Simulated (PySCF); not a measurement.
Working out the electron affinity of Al

Al⁻ [Ne] 3s2 3p2 (3P) → Al [Ne] 3s2 3p1 (2P). Computed with PySCF 2.14 in aug-cc-pVTZ-DK (6s5p3d2f, 50 functions), with scalar relativity by spin-free X2C-1e. Frozen: [Ne]. Energies in hartree (1 hartree = 27.21139 eV):

```csv
part,Al⁻ (lower),Al (upper)
UHF,-242.314960,-242.314531
CCSD correlation,-0.064233,-0.051079
(T),-0.003007,-0.001175
```

Question: What does Hartree-Fock give?

Answer: (-242.314531) − (-242.314960) = 0.000429 hartree = 0.012 eV.

Question: What do CCSD and CCSD(T) give?

Answer: The CCSD correlation energies differ by 0.013154 hartree = 0.358 eV and the triples by 0.001832 hartree = 0.050 eV, so CCSD gives 0.370 eV and CCSD(T) 0.420 eV.

A first-order spin-orbit estimate adds -0.003 eV to CCSD(T) (valence), giving 0.417 eV against 0.433 eV (measured; photodetachment measurements, as compiled on the Wikipedia data page of electron affinities).

What remains against the reference includes basis incompleteness, the frozen core and higher excitations.
